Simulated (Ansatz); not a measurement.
**C3H10N+: up Jacob's ladder to CCSD(T)**

The task here is to estimate one member of a computed series from the others.

The runs use Ansatz 0.2.0, Gaussian basis; functionals in def2-TZVPP, the program's frozen cores in correlated methods.

Plan: LDA (SPW92), PBE-D4, revPBE-D4, BLYP-D4, r2SCAN-D4, B97M-V, PBE0-D4, B3LYP-D4, r2SCANh-D4, r2SCAN0-D4, HSE06-D4, BHLYP-D4, CAM-B3LYP-D4, LC-ωPBE, ωB97X-V, ωB97M-V, B2PLYP, PBE-QIDH; CCSD(T)/def2-SVP; CCSD(T)/def2-TZVPP; MP2/def2-QZVPP; extrapolation to the limit; RPA on PBE.

## Structure used throughout

The geometry comes from an earlier relaxation with PBE0-D4 in a triple-zeta def2 set; it is a stationary point, not always the lowest conformer.

SMILES `C[NH+](C)C`, 14 atoms, charge 1, spin multiplicity 1.

Atoms are counted from 1 here; the program's logs count them from 0.

Bond lengths: C1–N2 1.488 Å, C1–H5 1.088 Å, C1–H6 1.088 Å, C1–H7 1.089 Å, N2–C3 1.488 Å, N2–C4 1.488 Å, N2–H8 1.021 Å, C3–H9 1.089 Å, C3–H10 1.088 Å, C3–H11 1.088 Å, C4–H12 1.088 Å, C4–H13 1.089 Å, C4–H14 1.088 Å. Angles: N2–C1–H5 109.1°, N2–C1–H6 109.1°, N2–C1–H7 108.4°, H5–C1–H6 110.2°, H5–C1–H7 110.0°, H6–C1–H7 110.0°, C1–N2–C3 111.6°, C1–N2–C4 111.6°, C1–N2–H8 107.3°, C3–N2–C4 111.6°, C3–N2–H8 107.3°, C4–N2–H8 107.3°, N2–C3–H9 108.4°, N2–C3–H10 109.1°, N2–C3–H11 109.1°, H9–C3–H10 110.0°, H9–C3–H11 110.0°, H10–C3–H11 110.2° and more.

Set-up of the first run:

in.yaml reads:

```yaml
crystal:
  periodic: [false, false, false]
  atoms:
    - {symbol: C, position_ang: [-0.619133, 0.739184, -1.046057]}
    - {symbol: N, position_ang: [-0.323822, -0.159306, 0.102981]}
    - {symbol: C, position_ang: [0.186936, 0.601637, 1.275547]}
    - {symbol: C, position_ang: [0.604725, -1.255928, -0.284369]}
    - {symbol: H, position_ang: [-1.032182, 0.149267, -1.862241]}
    - {symbol: H, position_ang: [-1.334170, 1.496900, -0.730854]}
    - {symbol: H, position_ang: [0.310242, 1.211486, -1.360572]}
    - {symbol: H, position_ang: [-1.205117, -0.592913, 0.383289]}
    - {symbol: H, position_ang: [1.128028, 1.072744, 0.996011]}
    - {symbol: H, position_ang: [0.346071, -0.085929, 2.104214]}
    - {symbol: H, position_ang: [-0.542207, 1.360976, 1.552172]}
    - {symbol: H, position_ang: [0.756046, -1.912750, 0.570293]}
    - {symbol: H, position_ang: [1.552473, -0.813013, -0.586588]}
    - {symbol: H, position_ang: [0.172101, -1.812353, -1.113824]}
basis:
  gaussian: {orbitals: def2-TZVPP}
total_charge: 1
hamiltonian: {xc: lda}
output: {orbitals: {seedname: orbitals}}
```

Among the steps run: LDA; PBE-D4 (GGA); revPBE-D4 (GGA); BLYP-D4 (GGA); r2SCAN-D4 (meta-GGA); B97M-V (meta-GGA); PBE0-D4 (hybrid); B3LYP-D4 (hybrid); r2SCANh-D4 (hybrid); r2SCAN0-D4 (hybrid); HSE06-D4 (hybrid); BHLYP-D4 (hybrid); CAM-B3LYP-D4 (range-separated); LC-ωPBE-D4 (range-separated; the results give it without D4); ωB97X-V (range-separated); ωB97M-V (range-separated); B2PLYP (double hybrid); PBE-QIDH (double hybrid).

One table of the session follows, with a row left open; its other results are not shown here.

It belongs to the step «Frontier levels by functional». Levels, from each run's orbital file:

```
  functional  HOMO (eV)  LUMO (eV)  gap (eV)
 LDA (SPW92)     -14.71      -5.54      9.17
      PBE-D4     -14.73      -5.35      9.38
   revPBE-D4     -14.72      -5.27      9.45
     BLYP-D4     -14.67      -5.35      9.32
   r2SCAN-D4     -15.11      -4.69     10.41
      B97M-V     -15.23      -5.14     10.10
     PBE0-D4     -16.28      -4.43     11.85
    B3LYP-D4     -16.07      -4.78     11.29
  r2SCANh-D4     -15.67      -4.40     11.27
  r2SCAN0-D4     -16.52      -3.99     12.53
    HSE06-D4     -15.87      -4.80     11.07
    BHLYP-D4     -17.79      -3.72     14.07
CAM-B3LYP-D4          ?          ?         ?
     LC-ωPBE     -19.21      -2.23     16.98
     ωB97X-V     -18.84      -2.45     16.39
     ωB97M-V     -18.66      -2.90     15.76
```

Q: Estimate the row for CAM-B3LYP-D4 from the others.

As computed: HOMO (eV): -17.77; LUMO (eV): -3.60; gap (eV): 14.17. In the column «HOMO (eV)» it lies between BHLYP-D4 (-17.79) and r2SCAN0-D4 (-16.52).
